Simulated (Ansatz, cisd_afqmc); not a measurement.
Species: H$_{2}$Cl, charge 0, doublet.
HTBH set geometry:
```xyz
3

H      0.0000     0.0000     1.3406
Cl     0.0000     0.0000    -0.2033
H      0.0000     0.0000     2.1147
```
Charge 0, spin multiplicity 2.

Total energies in aug-cc-pV(D+d)Z, 9 correlated electrons, 5 frozen orbitals. UHF or UKS for unpaired electrons; spin-orbit terms are left out. Cores are frozen in correlated methods. No relativity. The Monte Carlo rows (phaseless AFQMC, CISD trial, step 0.005/hartree) carry one-sigma bars that omit the constraint's bias. Outlying blocks are dropped, and bars are widened where a walk drifts. Over all cases where full CI ran beside it in this data, AFQMC minus full CI had a median of +0.1 mEh and passed +0.4 mEh in a tenth of the cases. The UHF reference of ClH2 (saddle point or complex, doublet) is spin-contaminated (<S^2> up to 0.03 over the pure value in the sets run).

| method | program | energy (Eh) | minus CCSDT(Q) (mEh) |
|---|---|---|---|
| HF | Ansatz | -460.57059 | 197.97 |
| MP2 | Ansatz | -460.73720 | 31.36 |
| CCSD | Ansatz | -460.76307 | 5.49 |
| CCSD(T) | Ansatz | -460.76761 | 0.95 |
| CCSDT(Q) | Ansatz | -460.76856 | 0.00 |
| AFQMC/CISD | cisd_afqmc | -460.7683 ± 0.0001 | 0.2 ± 0.1 |

Rough core times of Ansatz's runs on a shared machine: CCSD(T) under 20 s, CCSDT(Q) 70 s.

Ansatz is an electronic-structure program.
